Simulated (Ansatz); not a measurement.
# SiHCl (triplet): B2PLYP, RPA-PBE over a scan of the distance Cl1–H2 along a hydrogen transfer, cc-pVTZ

How well do these functionals follow the top wave-function level for SiHCl (triplet) over a scan of the distance Cl1–H2 along a hydrogen transfer?

The runs use Ansatz 0.2.0, Gaussian basis; cc-pVTZ, all electrons in the functionals, frozen cores in the correlation of double hybrids and RPA.

The runs, in order: B2PLYP, RPA-PBE, at 1.279 Å; 1.392 Å; 1.619 Å; 1.845 Å; 2.072 Å.

## (1) The system

The geometry derives from fragments relaxed apart (PBE0/def2-TZVP) and kept rigid, so it is no stationary point. A hydrogen atom is moved between rigid fragments.

3 atoms, charge 0, spin multiplicity 3.

Atoms are counted from 1 here; the program's logs count them from 0.

Bond lengths: Cl1–H2 1.279 Å.

No dispersion term is added.

The geometry shown and the zero of energy belong to the point 1.279 Å. The yardstick, UCCSDT(Q), and other wave-function levels (R restricted, U unrestricted, valence and pair active spaces) come from earlier runs.

## (2) B2PLYP, 1.279 Å

The input, in.yaml:

```yaml
crystal:
  periodic: [false, false, false]
  atoms:
    - {symbol: Cl, position_ang: [0.000000, 0.000000, -1.596933]}
    - {symbol: H, position_ang: [0.000000, 0.000000, -0.318133]}
    - {symbol: Si, position_ang: [0.000000, 0.000000, 1.915067]}
basis:
  gaussian: {orbitals: cc-pVTZ}
magnetization: {spin_polarized: true, initial_magnetization: 2}
hamiltonian: {xc: {name: B2PLYP}}
correlation: {electrons: outside_noble_gas}
```

Launch:

```sh
> ansatz run in.yaml --threads 1 --pin off --events-out ev --progress --plain --max-ram 2816MiB --backend cpu
```

Standard output:

```text
Functional definition: B2PLYP
  name "B2PLYP"
  cite "Grimme, J. Chem. Phys. 124, 034108 (2006) doi:10.1063/1.2148954"
  cite "Becke, Phys. Rev. A 38, 3098 (1988) doi:10.1103/PhysRevA.38.3098"
  cite "Lee, Yang & Parr, Phys. Rev. B 37, 785 (1988) doi:10.1103/PhysRevB.37.785"
  parameter a = 0.53
  parameter c = 0.27
  exchange = (1 - a)*b88_x + a*exact_x
  correlation = (1 - c)*lyp_c + c*(mp2_os + mp2_ss)
483 factors; integrals over basis functions are off by at most 1.4e-3 eV
mean field evaluation 1: about -20404.1195 eV, gradient 8.4e0 eV
mean field evaluation 2: about -20404.1547 eV, gradient 8.4e0 eV
mean field evaluation 4: about -20404.8433 eV, gradient 9.2e-1 eV
mean field evaluation 8: about -20404.8592 eV, gradient 3.9e-2 eV
mean field evaluation 16: about -20404.8593 eV, gradient 1.0e-4 eV
mean field evaluation 32: about -20404.8475 eV, gradient 8.8e-1 eV
mean field -20404.85926535 eV, -749.8647470913 hartree, gradient 6.7e-6 eV, S^2 2.007762; 2 other end points of the search recorded, 0 dependent functions left out
10 core orbitals not correlated: weight in the atoms' cores, before any rotation towards them, 1.000 or more for the frozen orbitals, at most 0.000 for the correlated occupied ones
reference -20404.85939666 eV, -749.8647519168 hartree; 7, 5 occupied and 65, 67 virtual orbitals, 483 factors
second order -8.87150407 eV of doubles, -0.00000000 eV of singles
Total energy: -20407.25470276 eV, -749.9527777924 hartree
```

Run time: 3.9 s. Hardware: 1 thread of AMD EPYC 7R13, shared host.

From the report: ⟨S²⟩ of the determinant 2.008 (pure triplet: 2.00).

## (3) B2PLYP, 1.392 Å

The input, in.yaml:

```yaml
crystal:
  periodic: [false, false, false]
  atoms:
    - {symbol: Cl, position_ang: [0.000000, 0.000000, -1.634667]}
    - {symbol: H, position_ang: [0.000000, 0.000000, -0.242667]}
    - {symbol: Si, position_ang: [0.000000, 0.000000, 1.877333]}
basis:
  gaussian: {orbitals: cc-pVTZ}
magnetization: {spin_polarized: true, initial_magnetization: 2}
hamiltonian: {xc: {name: B2PLYP}}
correlation: {electrons: outside_noble_gas}
```

The command is unchanged.

Standard output, cut to the lines that bear on the results:

```text
Functional definition: B2PLYP
  name "B2PLYP"
  cite "Grimme, J. Chem. Phys. 124, 034108 (2006) doi:10.1063/1.2148954"
  cite "Becke, Phys. Rev. A 38, 3098 (1988) doi:10.1103/PhysRevA.38.3098"
  cite "Lee, Yang & Parr, Phys. Rev. B 37, 785 (1988) doi:10.1103/PhysRevB.37.785"
[...]
483 factors; integrals over basis functions are off by at most 1.0e-3 eV
[...]
mean field -20404.77608668 eV, -749.8616903314 hartree, gradient 9.0e-6 eV, S^2 2.009201; 2 other end points of the search recorded, 0 dependent functions left out
10 core orbitals not correlated: weight in the atoms' cores, before any rotation towards them, 1.000 or more for the frozen orbitals, at most 0.000 for the correlated occupied ones
reference -20404.77621760 eV, -749.8616951429 hartree; 7, 5 occupied and 65, 67 virtual orbitals, 483 factors
second order -8.97859612 eV of doubles, -0.00000000 eV of singles
Total energy: -20407.20043856 eV, -749.9507836197 hartree
```

Wall time 3.2 s (1 thread of AMD EPYC 7R13, shared host).

From the report: ⟨S²⟩ of the determinant 2.009 (pure triplet: 2.00).

From 1.279 Å: +1.3 kcal/mol.

## (4) B2PLYP, 1.619 Å

The input, in.yaml:

```yaml
crystal:
  periodic: [false, false, false]
  atoms:
    - {symbol: Cl, position_ang: [0.000000, 0.000000, -1.710333]}
    - {symbol: H, position_ang: [0.000000, 0.000000, -0.091333]}
    - {symbol: Si, position_ang: [0.000000, 0.000000, 1.801667]}
basis:
  gaussian: {orbitals: cc-pVTZ}
magnetization: {spin_polarized: true, initial_magnetization: 2}
hamiltonian: {xc: {name: B2PLYP}}
correlation: {electrons: outside_noble_gas}
```

The command is unchanged.

Standard output, cut to the lines that bear on the results:

```text
Functional definition: B2PLYP
  name "B2PLYP"
  cite "Grimme, J. Chem. Phys. 124, 034108 (2006) doi:10.1063/1.2148954"
  cite "Becke, Phys. Rev. A 38, 3098 (1988) doi:10.1103/PhysRevA.38.3098"
  cite "Lee, Yang & Parr, Phys. Rev. B 37, 785 (1988) doi:10.1103/PhysRevB.37.785"
[...]
485 factors; integrals over basis functions are off by at most 1.2e-3 eV
[...]
mean field -20404.33997966 eV, -749.8456636942 hartree, gradient 6.1e-6 eV, S^2 2.018521; 2 other end points of the search recorded, 0 dependent functions left out
10 core orbitals not correlated: weight in the atoms' cores, before any rotation towards them, 1.000 or more for the frozen orbitals, at most 0.000 for the correlated occupied ones
reference -20404.34010837 eV, -749.8456684242 hartree; 7, 5 occupied and 65, 67 virtual orbitals, 485 factors
second order -9.10619095 eV of doubles, -0.00000000 eV of singles
Total energy: -20406.79877993 eV, -749.9360229373 hartree
```

It took 2.5 s on 1 thread of AMD EPYC 7R13, shared host.

From the report: ⟨S²⟩ of the determinant 2.019 (pure triplet: 2.00).

From 1.279 Å: +10.5 kcal/mol.

## (5) B2PLYP, 1.845 Å

The input, in.yaml:

```yaml
crystal:
  periodic: [false, false, false]
  atoms:
    - {symbol: Cl, position_ang: [0.000000, 0.000000, -1.785667]}
    - {symbol: H, position_ang: [0.000000, 0.000000, 0.059333]}
    - {symbol: Si, position_ang: [0.000000, 0.000000, 1.726333]}
basis:
  gaussian: {orbitals: cc-pVTZ}
magnetization: {spin_polarized: true, initial_magnetization: 2}
hamiltonian: {xc: {name: B2PLYP}}
correlation: {electrons: outside_noble_gas}
```

Launched as before.

Standard output, cut to the lines that bear on the results:

```text
Functional definition: B2PLYP
  name "B2PLYP"
  cite "Grimme, J. Chem. Phys. 124, 034108 (2006) doi:10.1063/1.2148954"
  cite "Becke, Phys. Rev. A 38, 3098 (1988) doi:10.1103/PhysRevA.38.3098"
  cite "Lee, Yang & Parr, Phys. Rev. B 37, 785 (1988) doi:10.1103/PhysRevB.37.785"
[...]
485 factors; integrals over basis functions are off by at most 7.9e-4 eV
[...]
mean field -20404.11998941 eV, -749.8375792016 hartree, gradient 6.0e-6 eV, S^2 2.021226; 6 other end points of the search recorded, 0 dependent functions left out
10 core orbitals not correlated: weight in the atoms' cores, before any rotation towards them, 1.000 or more for the frozen orbitals, at most 0.000 for the correlated occupied ones
reference -20404.12011783 eV, -749.8375839208 hartree; 7, 5 occupied and 65, 67 virtual orbitals, 485 factors
second order -8.95274956 eV of doubles, -0.00000000 eV of singles
Total energy: -20406.53736021 eV, -749.9264159398 hartree
```

It took 3.3 s on 1 thread of AMD EPYC 7R13, shared host.

From the report: ⟨S²⟩ of the determinant 2.021 (pure triplet: 2.00).

From 1.279 Å: +16.5 kcal/mol.

## (6) B2PLYP, 2.072 Å

The input, in.yaml:

```yaml
crystal:
  periodic: [false, false, false]
  atoms:
    - {symbol: Cl, position_ang: [0.000000, 0.000000, -1.861333]}
    - {symbol: H, position_ang: [0.000000, 0.000000, 0.210667]}
    - {symbol: Si, position_ang: [0.000000, 0.000000, 1.650667]}
basis:
  gaussian: {orbitals: cc-pVTZ}
magnetization: {spin_polarized: true, initial_magnetization: 2}
hamiltonian: {xc: {name: B2PLYP}}
correlation: {electrons: outside_noble_gas}
```

The command is unchanged.

Standard output, cut to the lines that bear on the results:

```text
Functional definition: B2PLYP
  name "B2PLYP"
  cite "Grimme, J. Chem. Phys. 124, 034108 (2006) doi:10.1063/1.2148954"
  cite "Becke, Phys. Rev. A 38, 3098 (1988) doi:10.1103/PhysRevA.38.3098"
  cite "Lee, Yang & Parr, Phys. Rev. B 37, 785 (1988) doi:10.1103/PhysRevB.37.785"
[...]
481 factors; integrals over basis functions are off by at most 1.2e-3 eV
[...]
mean field -20403.87403788 eV, -749.8285406496 hartree, gradient 3.4e-6 eV, S^2 2.014592; 10 other end points of the search recorded, 0 dependent functions left out
10 core orbitals not correlated: weight in the atoms' cores, before any rotation towards them, 1.000 or more for the frozen orbitals, at most 0.000 for the correlated occupied ones
reference -20403.87416794 eV, -749.8285454290 hartree; 7, 5 occupied and 65, 67 virtual orbitals, 481 factors
second order -8.65281436 eV of doubles, -0.00000000 eV of singles
Total energy: -20406.21042781 eV, -749.9144013959 hartree
```

It took 10 s on 1 thread of AMD EPYC 7R13, shared host.

From the report: ⟨S²⟩ of the determinant 2.015 (pure triplet: 2.00).

From 1.279 Å: +24.1 kcal/mol.

## (7) RPA-PBE, 1.279 Å

The input, in.yaml:

```yaml
crystal:
  periodic: [false, false, false]
  atoms:
    - {symbol: Cl, position_ang: [0.000000, 0.000000, -1.596933]}
    - {symbol: H, position_ang: [0.000000, 0.000000, -0.318133]}
    - {symbol: Si, position_ang: [0.000000, 0.000000, 1.915067]}
basis:
  gaussian: {orbitals: cc-pVTZ}
magnetization: {spin_polarized: true, initial_magnetization: 2}
hamiltonian: {xc: {name: PBE}}
correlation: {method: rpa, electrons: outside_noble_gas}
```

Same command.

Standard output, cut to the lines that bear on the results:

```text
Functional definition: PBE
  name "PBE"
  cite "Perdew, Burke & Ernzerhof, Phys. Rev. Lett. 77, 3865 (1996) doi:10.1103/PhysRevLett.77.3865"
  parent pbe
[...]
483 factors; integrals over basis functions are off by at most 1.4e-3 eV
[...]
mean field -20404.83739013 eV, -749.8639431918 hartree, gradient 5.5e-6 eV, S^2 2.003988; 8 other end points of the search recorded, 0 dependent functions left out
10 core orbitals not correlated: weight in the atoms' cores, before any rotation towards them, 1.000 or more for the frozen orbitals, at most 0.000 for the correlated occupied ones
reference -20379.61622361 eV, -748.9370824176 hartree; 7, 5 occupied and 65, 67 virtual orbitals, 483 factors
Total energy: -20392.98079561 eV, -749.4282213797 hartree
```

It took 7 s on 1 thread of AMD EPYC 7R13, shared host.

From the report: ⟨S²⟩ of the determinant 2.004 (pure triplet: 2.00).

## (8) RPA-PBE, 1.392 Å

The input, in.yaml:

```yaml
crystal:
  periodic: [false, false, false]
  atoms:
    - {symbol: Cl, position_ang: [0.000000, 0.000000, -1.634667]}
    - {symbol: H, position_ang: [0.000000, 0.000000, -0.242667]}
    - {symbol: Si, position_ang: [0.000000, 0.000000, 1.877333]}
basis:
  gaussian: {orbitals: cc-pVTZ}
magnetization: {spin_polarized: true, initial_magnetization: 2}
hamiltonian: {xc: {name: PBE}}
correlation: {method: rpa, electrons: outside_noble_gas}
```

Same command.

Standard output, cut to the lines that bear on the results:

```text
Functional definition: PBE
  name "PBE"
  cite "Perdew, Burke & Ernzerhof, Phys. Rev. Lett. 77, 3865 (1996) doi:10.1103/PhysRevLett.77.3865"
  parent pbe
[...]
483 factors; integrals over basis functions are off by at most 1.0e-3 eV
[...]
mean field -20404.86246283 eV, -749.8648645964 hartree, gradient 2.2e-6 eV, S^2 2.004119; 8 other end points of the search recorded, 0 dependent functions left out
10 core orbitals not correlated: weight in the atoms' cores, before any rotation towards them, 1.000 or more for the frozen orbitals, at most 0.000 for the correlated occupied ones
reference -20379.41379308 eV, -748.9296432330 hartree; 7, 5 occupied and 65, 67 virtual orbitals, 483 factors
Total energy: -20392.88749150 eV, -749.4247925170 hartree
```

It took 6.5 s on 1 thread of AMD EPYC 7R13, shared host.

From the report: ⟨S²⟩ of the determinant 2.004 (pure triplet: 2.00).

From 1.279 Å: +2.2 kcal/mol.

## (9) RPA-PBE, 1.619 Å

The input, in.yaml:

```yaml
crystal:
  periodic: [false, false, false]
  atoms:
    - {symbol: Cl, position_ang: [0.000000, 0.000000, -1.710333]}
    - {symbol: H, position_ang: [0.000000, 0.000000, -0.091333]}
    - {symbol: Si, position_ang: [0.000000, 0.000000, 1.801667]}
basis:
  gaussian: {orbitals: cc-pVTZ}
magnetization: {spin_polarized: true, initial_magnetization: 2}
hamiltonian: {xc: {name: PBE}}
correlation: {method: rpa, electrons: outside_noble_gas}
```

Same command.

Standard output, cut to the lines that bear on the results:

```text
Functional definition: PBE
  name "PBE"
  cite "Perdew, Burke & Ernzerhof, Phys. Rev. Lett. 77, 3865 (1996) doi:10.1103/PhysRevLett.77.3865"
  parent pbe
[...]
485 factors; integrals over basis functions are off by at most 1.2e-3 eV
[...]
mean field -20404.58236739 eV, -749.8545712791 hartree, gradient 3.4e-6 eV, S^2 2.005036; 8 other end points of the search recorded, 0 dependent functions left out
10 core orbitals not correlated: weight in the atoms' cores, before any rotation towards them, 1.000 or more for the frozen orbitals, at most 0.000 for the correlated occupied ones
reference -20378.73886579 eV, -748.9048401126 hartree; 7, 5 occupied and 65, 67 virtual orbitals, 485 factors
Total energy: -20392.43748473 eV, -749.4082550733 hartree
```

Wall time 8 s (1 thread of AMD EPYC 7R13, shared host).

From the report: ⟨S²⟩ of the determinant 2.005 (pure triplet: 2.00).

From 1.279 Å: +12.5 kcal/mol.

## (10) RPA-PBE, 1.845 Å

The input, in.yaml:

```yaml
crystal:
  periodic: [false, false, false]
  atoms:
    - {symbol: Cl, position_ang: [0.000000, 0.000000, -1.785667]}
    - {symbol: H, position_ang: [0.000000, 0.000000, 0.059333]}
    - {symbol: Si, position_ang: [0.000000, 0.000000, 1.726333]}
basis:
  gaussian: {orbitals: cc-pVTZ}
magnetization: {spin_polarized: true, initial_magnetization: 2}
hamiltonian: {xc: {name: PBE}}
correlation: {method: rpa, electrons: outside_noble_gas}
```

The command is unchanged.

Standard output, cut to the lines that bear on the results:

```text
Functional definition: PBE
  name "PBE"
  cite "Perdew, Burke & Ernzerhof, Phys. Rev. Lett. 77, 3865 (1996) doi:10.1103/PhysRevLett.77.3865"
  parent pbe
[...]
485 factors; integrals over basis functions are off by at most 7.9e-4 eV
[...]
mean field -20404.33372257 eV, -749.8454337502 hartree, gradient 3.4e-6 eV, S^2 2.005567; 13 other end points of the search recorded, 0 dependent functions left out
10 core orbitals not correlated: weight in the atoms' cores, before any rotation towards them, 1.000 or more for the frozen orbitals, at most 0.000 for the correlated occupied ones
reference -20378.39241115 eV, -748.8921081393 hartree; 7, 5 occupied and 65, 67 virtual orbitals, 485 factors
Total energy: -20392.19260814 eV, -749.3992560246 hartree
```

Run time: 11 s. Hardware: 1 thread of AMD EPYC 7R13, shared host.

From the report: ⟨S²⟩ of the determinant 2.006 (pure triplet: 2.00).

From 1.279 Å: +18.2 kcal/mol.

## (11) RPA-PBE, 2.072 Å

The input, in.yaml:

```yaml
crystal:
  periodic: [false, false, false]
  atoms:
    - {symbol: Cl, position_ang: [0.000000, 0.000000, -1.861333]}
    - {symbol: H, position_ang: [0.000000, 0.000000, 0.210667]}
    - {symbol: Si, position_ang: [0.000000, 0.000000, 1.650667]}
basis:
  gaussian: {orbitals: cc-pVTZ}
magnetization: {spin_polarized: true, initial_magnetization: 2}
hamiltonian: {xc: {name: PBE}}
correlation: {method: rpa, electrons: outside_noble_gas}
```

The command is unchanged.

Standard output, cut to the lines that bear on the results:

```text
Functional definition: PBE
  name "PBE"
  cite "Perdew, Burke & Ernzerhof, Phys. Rev. Lett. 77, 3865 (1996) doi:10.1103/PhysRevLett.77.3865"
  parent pbe
[...]
481 factors; integrals over basis functions are off by at most 1.2e-3 eV
[...]
mean field -20403.93715661 eV, -749.8308602200 hartree, gradient 2.8e-6 eV, S^2 2.005122; 10 other end points of the search recorded, 0 dependent functions left out
10 core orbitals not correlated: weight in the atoms' cores, before any rotation towards them, 1.000 or more for the frozen orbitals, at most 0.000 for the correlated occupied ones
reference -20378.12275333 eV, -748.8821983970 hartree; 7, 5 occupied and 65, 67 virtual orbitals, 481 factors
Total energy: -20391.92105209 eV, -749.3892765238 hartree
```

Wall time 9 s (1 thread of AMD EPYC 7R13, shared host).

From the report: ⟨S²⟩ of the determinant 2.005 (pure triplet: 2.00).

From 1.279 Å: +24.4 kcal/mol.

## (12) The comparison

The yardstick is UCCSDT(Q), where the cluster series has nearly closed. It comes from earlier runs at the same points. Energies in kcal/mol, counted from 1.279 Å; blanks weren't run or aren't comparable.

| level | 1.279 Å | 1.392 Å | 1.619 Å | 1.845 Å | 2.072 Å |
| --- | --- | --- | --- | --- | --- |
| UCCSDT(Q) | 0.0 | 2.1 | 13.3 | 20.5 | 27.9 |
| B2PLYP | 0.0 | 1.3 | 10.5 | 16.5 | 24.1 |
| RPA-PBE | 0.0 | 2.2 | 12.5 | 18.2 | 24.4 |

Largest miss and mean time a point (UCCSDT(Q) took 23 s a point; shared hosts):

| level | largest miss (kcal/mol) | where | time a point |
| --- | --- | --- | --- |
| B2PLYP | -3.9 | 1.845 Å | 4.6 s |
| RPA-PBE | -3.5 | 2.072 Å | 8.2 s |

## (13) What came out

| quantity | value |
| --- | --- |
| span of the UCCSDT(Q) curve | 27.9 kcal/mol |
| largest miss, B2PLYP | -3.9 kcal/mol (1.845 Å) |
| largest miss, RPA-PBE | -3.5 kcal/mol (2.072 Å) |

Of the functionals, RPA-PBE keep the smallest largest miss at the points compared (at most 3.5 kcal/mol) and B2PLYP strays most (3.9 kcal/mol, at 1.845 Å). Functionals and the yardstick converge differently with the basis, so part of each miss in cc-pVTZ is the basis.
